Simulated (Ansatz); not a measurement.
**CH5NSi: single points off equilibrium**

One table from this session's results is given with a row withheld; the runs are named, their logs left out.

Program: Ansatz 0.2.0, Gaussian basis. Level of theory: single points in def2-TZVPP. These are calculated values, not measurements.

Correlated methods freeze the cores.

**Starting geometry**

8 atoms, charge 0, spin multiplicity 1.

Atoms are counted from 1 here; the program's logs count them from 0.

Bond lengths: C1–Si2 1.699 Å, C1–H4 1.260 Å, C1–H5 1.104 Å, Si2–N3 1.576 Å, Si2–H6 1.357 Å, N3–H8 0.847 Å. Angles: Si2–C1–H4 133.7°, Si2–C1–H5 116.6°, H4–C1–H5 109.5°, C1–Si2–N3 110.5°, C1–Si2–H6 129.5°, N3–Si2–H6 120.0°, Si2–N3–H8 169.7°.

Geometry (Å):

```
C    -1.0224    0.7184   -0.7792
Si    0.3400    0.4527    0.2003
N     0.5233   -1.0867    0.4859
H    -1.8169   -0.0448   -1.3915
H    -1.2569    1.7686   -1.0266
H     1.2242    1.3477    0.7093
H     1.8163   -1.2517    1.2504
H     0.5725   -1.9326    0.4961
```

The first run:

Contents of run/in.yaml:

```yaml
crystal:
  periodic: [false, false, false]
  atoms:
    - {symbol: C, position_ang: [-1.022400, 0.718400, -0.779200]}
    - {symbol: Si, position_ang: [0.340000, 0.452700, 0.200300]}
    - {symbol: N, position_ang: [0.523300, -1.086700, 0.485900]}
    - {symbol: H, position_ang: [-1.816900, -0.044800, -1.391500]}
    - {symbol: H, position_ang: [-1.256900, 1.768600, -1.026600]}
    - {symbol: H, position_ang: [1.224200, 1.347700, 0.709300]}
    - {symbol: H, position_ang: [1.816300, -1.251700, 1.250400]}
    - {symbol: H, position_ang: [0.572500, -1.932600, 0.496100]}
basis:
  gaussian: {orbitals: def2-TZVPP}
correlation: {method: ccsd_t}
output: {forces: true}
```

The command line of these runs was not kept.

Steps of the session up to this table: CCSD(T)/def2-TZVPP; PBE0-D4/def2-TZVPP; wB97M-V/def2-TZVPP; r2SCAN-D4/def2-TZVPP; PBE-D4/def2-TZVPP; r2SCANh-D4/def2-TZVPP; BLYP-D4/def2-TZVPP.

One table of the session follows, with a row left open; its other results are not shown here.

| method | RMS force component (eV/Å) | angle to CCSD(T) forces (°) | dipole (D) |
| --- | --- | --- | --- |
| CCSD(T) | 3.757 | reference | 3.42 |
| PBE0-D4 | 3.851 | 2.7 | 3.57 |
| wB97M-V | 3.839 | 3.1 | 3.75 |
| r2SCAN-D4 | 3.790 | 2.0 | 3.45 |
| PBE-D4 | ? | ? | ? |
| r2SCANh-D4 | 3.810 | 2.6 | 3.53 |
| BLYP-D4 | 3.717 | 1.5 | 3.28 |

**Question.** Estimate the row for PBE-D4.

The run gave: RMS force component (eV/Å): 3.798; angle to CCSD(T) forces (°): 2.1; dipole (D): 3.33. In the column «RMS force component (eV/Å)» it lies between r2SCAN-D4 (3.790) and r2SCANh-D4 (3.810).
